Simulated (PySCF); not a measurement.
**Dipole moment and polarisability of `O=C(Cl)C1CC1`**

Species: C4H5ClO.
Structure used (PBE0-D3(BJ)/def2-SVP), in Å, numbered top down from 1:
```xyz
11
C4H5ClO angstrom
O      1.7246   -1.9626    0.6071
C      1.2079   -1.0409    0.0751
Cl     1.9856   -0.2921   -1.3756
C     -0.0587   -0.3974    0.4727
C     -0.2745    1.0919    0.3244
C     -1.0225    0.1591   -0.5509
H     -0.4782   -0.8879    1.3546
H      0.5430    1.6628   -0.1213
H     -0.7946    1.5831    1.1502
H     -2.0824   -0.0220   -0.3578
H     -0.7173    0.0880   -1.5973
```

Level: B3LYP/def2-SVPD (PySCF), static field, nuclei fixed, core orbitals frozen in the response. The polarisability tensor in these axes (au):

```
x   66.77 -7.01 -5.45
y   -7.01 62.72 -5.77
z   -5.45 -5.77 62.31
```

Diagonalise the tensor; give its mean and Δα, where Δα² is half the sum of the squared differences of the eigenvalues.

Principal values 51.61, 68.01 and 72.18 au; mean 63.93 au = 9.47 Å³ = 10.54 × 10⁻⁴⁰ C²·m²/J; Δα = 18.84 au (29 % of the mean).

What is the dipole moment, and where does it point?

(-2.89, 1.96, 0.38) D, 3.51 D in size, pointing from the negative to the positive side. Measured along this direction, the outermost atoms are O1 at the negative end and H9 and H10 at the positive end.

Estimate the molar refractivity from the static electronic polarisability.

Lorentz–Lorenz: R = (4π/3)N_A α = 2.5225 cm³/(mol·Å³) × 9.47 Å³ = 23.9 cm³/mol, in the limit of long wavelengths.

Find the Langevin capture rate constant for H3+ (3.023 u) meeting this molecule (104.003 u), k = 2.342 × 10⁻⁹ cm³/s × √(α in Å³ / reduced mass in u).

The reduced mass is 2.94 u, so k = 4.21 × 10⁻⁹ cm³/s. The formula leaves out the permanent dipole, which adds to the capture rate.

Give the eigenvalues of the traceless quadrupole moment Θ = ½Σq(3rr − r²1), origin at the centre of nuclear charge.

-6.64, 2.40, 4.24 D·Å. The values depend on the origin, since the dipole doesn't vanish. The electronic extent ⟨r²⟩ about the same centre is 682 bohr², a root-mean-square distance of 1.88 Å for the 54 electrons.

Directions of the eigenvectors, and the extent of the frame along each?

Largest value along (0.84, -0.53, -0.16), where the nuclei span 4.05 Å; middle along (-0.21, -0.58, 0.79), 3.03 Å; least along (0.50, 0.63, 0.59), 2.55 Å. The response follows the extents in order.

How large is μ²/3kT at 250 K beside α?

In Gaussian units μ²/3kT = 119.05 Å³ against 9.47 Å³, a ratio of 12.57; the Debye molar polarisation (4π/3)N_A(α + μ²/3kT) is 324.2 cm³/mol, leaving out the vibrational part.

Isolated species at its PBE0-D3(BJ)/def2-SVP geometry (one conformer only).

These values come from a run that also computed excited states. Time: 16 s wall; peak memory 0.80 GiB. Hardware: an Arm Neoverse V2 with one thread, shared host with 96 logical CPUs at a one-minute load of 22.
